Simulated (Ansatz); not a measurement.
# C₈H₁₈: up Jacob's ladder to CCSD(T)

The task here is to estimate one member of a computed series from the others.

Program: Ansatz 0.2.0, Gaussian basis. Level of theory: functionals in def2-TZVPP, the program's frozen cores in correlated methods. These are calculated values, not measurements.

Plan: LDA (SPW92), PBE-D4, revPBE-D4, BLYP-D4, r2SCAN-D4, B97M-V, PBE0-D4, B3LYP-D4, r2SCANh-D4, r2SCAN0-D4, HSE06-D4, BHLYP-D4, CAM-B3LYP-D4, LC-ωPBE, ωB97X-V, ωB97M-V, B2PLYP, PBE-QIDH; CCSD(T)/def2-SVP; CCSD(T)/def2-TZVPP; MP2/def2-QZVPP; extrapolation to the limit; RPA on PBE.

**The relaxed structure**

An earlier PBE0-D4 in a triple-zeta def2 set relaxation fixed the geometry.

SMILES `CCCC(CC)CC`, 26 atoms, charge 0, spin multiplicity 1.

Atoms are counted from 1 here; the program's logs count them from 0.

Bond lengths: C1–C2 1.519 Å, C1–H9 1.094 Å, C1–H10 1.093 Å, C1–H11 1.094 Å, C2–C3 1.520 Å, C2–H12 1.095 Å, C2–H13 1.097 Å, C3–C4 1.527 Å, C3–H14 1.098 Å, C3–H15 1.095 Å, C4–C5 1.529 Å, C4–C7 1.532 Å, C4–H16 1.100 Å, C5–C6 1.520 Å, C5–H17 1.096 Å, C5–H18 1.096 Å, C6–H19 1.092 Å, C6–H20 1.094 Å and more. Angles: C2–C1–H9 111.0°, C2–C1–H10 111.7°, C2–C1–H11 111.1°, H9–C1–H10 107.7°, H9–C1–H11 107.4°, H10–C1–H11 107.7°, C1–C2–C3 112.5°, C1–C2–H12 109.2°, C1–C2–H13 109.7°, C3–C2–H12 110.0°, C3–C2–H13 109.2°, H12–C2–H13 106.0°, C2–C3–C4 115.0°, C2–C3–H14 109.3°, C2–C3–H15 108.2°, C4–C3–H14 109.4°, C4–C3–H15 108.8°, H14–C3–H15 105.6° and more.

Geometry (Å):

```xyz
26
C8H18
C    -1.28857   -2.59102   -1.38790
C    -1.01235   -1.10059   -1.28972
C     0.01205   -0.76778   -0.21666
C     0.43042    0.69992   -0.15620
C     1.50148    0.93686    0.90908
C     2.83246    0.25907    0.62681
C    -0.75486    1.65288    0.02668
C    -1.58839    1.42118    1.27756
H    -1.66719   -2.98327   -0.43956
H    -2.02996   -2.81452   -2.15859
H    -0.37775   -3.14556   -1.63109
H    -1.95032   -0.57258   -1.08984
H    -0.65521   -0.72708   -2.25699
H    -0.37433   -1.07792    0.76268
H     0.90166   -1.38240   -0.39043
H     0.88271    0.94916   -1.12735
H     1.66601    2.01686    0.99842
H     1.12651    0.60638    1.88442
H     2.74985   -0.82980    0.63606
H     3.22246    0.55326   -0.35217
H     3.57881    0.53348    1.37597
H    -1.40436    1.59191   -0.85207
H    -0.36697    2.67764    0.03799
H    -0.98941    1.50607    2.18729
H    -2.39317    2.15660    1.34700
H    -2.05159    0.43125    1.27863
```

Set-up of the first run:

Input file in.yaml:

```yaml
crystal:
  periodic: [false, false, false]
  atoms:
    - {symbol: C, position_ang: [-1.288569, -2.591023, -1.387903]}
    - {symbol: C, position_ang: [-1.012353, -1.100592, -1.289719]}
    - {symbol: C, position_ang: [0.012053, -0.767781, -0.216664]}
    - {symbol: C, position_ang: [0.430418, 0.699918, -0.156200]}
    - {symbol: C, position_ang: [1.501477, 0.936860, 0.909081]}
    - {symbol: C, position_ang: [2.832457, 0.259068, 0.626811]}
    - {symbol: C, position_ang: [-0.754859, 1.652885, 0.026677]}
    - {symbol: C, position_ang: [-1.588389, 1.421185, 1.277561]}
    - {symbol: H, position_ang: [-1.667195, -2.983268, -0.439564]}
    - {symbol: H, position_ang: [-2.029959, -2.814518, -2.158592]}
    - {symbol: H, position_ang: [-0.377748, -3.145560, -1.631091]}
    - {symbol: H, position_ang: [-1.950315, -0.572581, -1.089837]}
    - {symbol: H, position_ang: [-0.655215, -0.727081, -2.256994]}
    - {symbol: H, position_ang: [-0.374331, -1.077921, 0.762680]}
    - {symbol: H, position_ang: [0.901661, -1.382397, -0.390427]}
    - {symbol: H, position_ang: [0.882714, 0.949164, -1.127352]}
    - {symbol: H, position_ang: [1.666007, 2.016862, 0.998415]}
    - {symbol: H, position_ang: [1.126507, 0.606382, 1.884420]}
    - {symbol: H, position_ang: [2.749847, -0.829804, 0.636060]}
    - {symbol: H, position_ang: [3.222458, 0.553257, -0.352169]}
    - {symbol: H, position_ang: [3.578808, 0.533476, 1.375975]}
    - {symbol: H, position_ang: [-1.404356, 1.591910, -0.852070]}
    - {symbol: H, position_ang: [-0.366968, 2.677644, 0.037992]}
    - {symbol: H, position_ang: [-0.989409, 1.506072, 2.187291]}
    - {symbol: H, position_ang: [-2.393165, 2.156596, 1.347000]}
    - {symbol: H, position_ang: [-2.051586, 0.431248, 1.278630]}
basis:
  gaussian: {orbitals: def2-TZVPP}
hamiltonian: {xc: lda}
output: {orbitals: {seedname: orbitals}}
```

Steps of the session up to this table: LDA; PBE-D4 (GGA); revPBE-D4 (GGA); BLYP-D4 (GGA); r2SCAN-D4 (meta-GGA); B97M-V (meta-GGA); PBE0-D4 (hybrid); B3LYP-D4 (hybrid); r2SCANh-D4 (hybrid); r2SCAN0-D4 (hybrid); HSE06-D4 (hybrid); BHLYP-D4 (hybrid); CAM-B3LYP-D4 (range-separated); LC-ωPBE (range-separated); ωB97X-V (range-separated); ωB97M-V (range-separated); B2PLYP (double hybrid); PBE-QIDH (double hybrid).

One table of the session follows, with a row left open; its other results are not shown here.

It belongs to the step «Frontier levels by functional». 

```
  functional  HOMO (eV)  LUMO (eV)  gap (eV)
 LDA (SPW92)      -7.16       0.15      7.31
      PBE-D4      -7.09       0.35      7.44
   revPBE-D4      -7.05       0.45      7.50
     BLYP-D4      -7.01       0.36      7.37
   r2SCAN-D4      -7.35       1.04      8.39
      B97M-V      -7.51       0.46      7.97
     PBE0-D4      -8.42       1.14      9.56
    B3LYP-D4      -8.24       0.82      9.06
  r2SCANh-D4      -7.84       1.27      9.11
  r2SCAN0-D4      -8.59       1.59     10.18
    HSE06-D4      -8.02       0.77      8.79
    BHLYP-D4          ?          ?         ?
CAM-B3LYP-D4      -9.83       1.90     11.73
     LC-ωPBE     -11.14       3.19     14.34
     ωB97X-V     -10.82       2.96     13.78
     ωB97M-V     -10.70       2.54     13.24
```

Estimate the missing values for BHLYP-D4.

Worked estimate for «HOMO (eV)». Against the share of exact exchange, BLYP-D4 (0, -7.01), B3LYP-D4 (0.2, -8.24) give a slope of -6.15 per unit share; at 0.5 the line stands at -10.08.

**Answer.** HOMO (eV): -9.72; LUMO (eV): 1.74; gap (eV): 11.46. In «HOMO (eV)» the line misses by -0.36.
